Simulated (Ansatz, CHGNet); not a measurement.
For A-type hexagonal La₂O₃, the machine-learned potential CHGNet-r²SCAN (trained on r²SCAN data) gives:

| Property | Value |
|---|---|
| lattice constant a | 3.930 Å |
| c axis length | 6.112 Å |

Task: What does HSE06 (Ansatz, a first-principles code, plane waves, PAW) give for the same quantities?

Result: 
- lattice constant a: 3.919 Å (falls by 0.3 %)
- lattice parameter c: 6.138 Å (grows by 0.4 %)

For comparison: lattice constant a 3.934 Å (measured, 300 K, not corrected to a static lattice, our sources range from 3.934 to 3.940; as tabulated in Santana et al. (2016), arXiv:1608.06321); lattice parameter c 6.13 Å (measured, temperature not stated, not corrected to a static lattice; as tabulated in Rustad et al. (2011), arXiv:1107.4261).

Changes are worked out from the printed values.

Unless a cell is named, each level is at its own relaxed cell (CHGNet-r²SCAN 16.35, HSE06 16.33 Å³/atom).

Ansatz's density-functional and Hartree–Fock values are scalar-relativistic unless marked +SOC, with PAW data made under PBE.
